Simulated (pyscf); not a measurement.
## Four-centre exchange: SiH₄ (SMILES [SiH4]) + HF (SMILES F) → F–SiH₃ (SMILES F[SiH3]) + H₂ (SMILES [H][H])

Gas phase, singlet surface, charge 0. Bonds broken: Si1–H2, F6–H7. Bonds formed: Si1–F6, H2–H7. Optimised with ωB97X-D3(BJ)/def2-SVP in PySCF.

Transition state (Å):

```xyz
7

Si    -1.0456    -0.2994    -0.2627
H      0.1583     0.2785     0.8246
H     -0.3725    -1.4597    -0.8910
H     -2.1696     0.2714    -1.0543
H     -1.7287    -0.7787     0.9827
F      0.0534     1.0847    -1.0769
H      0.3804     0.8263     0.0162
```

One imaginary mode, 1215i cm⁻¹; descent along it reached the two sides named.

| bond | change | reactant side (Å) | saddle | product side |
|---|---|---|---|---|
| Si1–H2 | breaks | 1.495 | 1.722 | 3.5 |
| F6–H7 | breaks | 0.925 | 1.170 | 2.469 |
| Si1–F6 | forms | 3.0 | 1.946 | 1.631 |
| H2–H7 | forms | 2.249 | 1.001 | 0.760 |

Electronic energies relative to the separated reactants (kcal/mol):

| level | barrier | reaction energy | reverse barrier |
|---|---|---|---|
| ωB97X-D3(BJ)/def2-TZVP | 31.9 | -26.0 | 57.9 |
| PBE/def2-TZVP | 25.4 | -24.5 | 49.9 |
| r²SCAN/def2-TZVP | 27.4 | -27.3 | 54.7 |
| B3LYP-D3(BJ)/def2-TZVP | 31.2 | -26.6 | 57.8 |
| PBE0-D3(BJ)/def2-TZVP | 29.7 | -23.9 | 53.6 |
| M06-2X/def2-TZVP | 33.0 | -28.3 | 61.3 |
| ωB97M-D3(BJ)/def2-TZVP | 31.3 | -25.9 | 57.2 |
| HF/def2-TZVP | 50.3 | -26.0 | 76.3 |

With ωB97M-D3(BJ)/def2-TZVP energies and thermal terms (ideal gas, 1 atm, RRHO with modes under 100 cm⁻¹ raised to 100, one conformer, R ln 2 for chiral ones without a mode under 150 cm⁻¹), in kcal/mol:

| T (K) | ΔH‡ | ΔG‡ | ΔH | ΔG |
|---|---|---|---|---|
| 298 | 30.3 | 38.3 | -27.8 | -27.1 |
| 600 | 29.8 | 46.6 | -27.3 | -26.6 |
| 900 | 29.9 | 55.0 | -27.0 | -26.3 |
| 1200 | 30.3 | 63.3 | -26.7 | -26.2 |

This is the saddle that the search found; another between the same sides may lie lower.
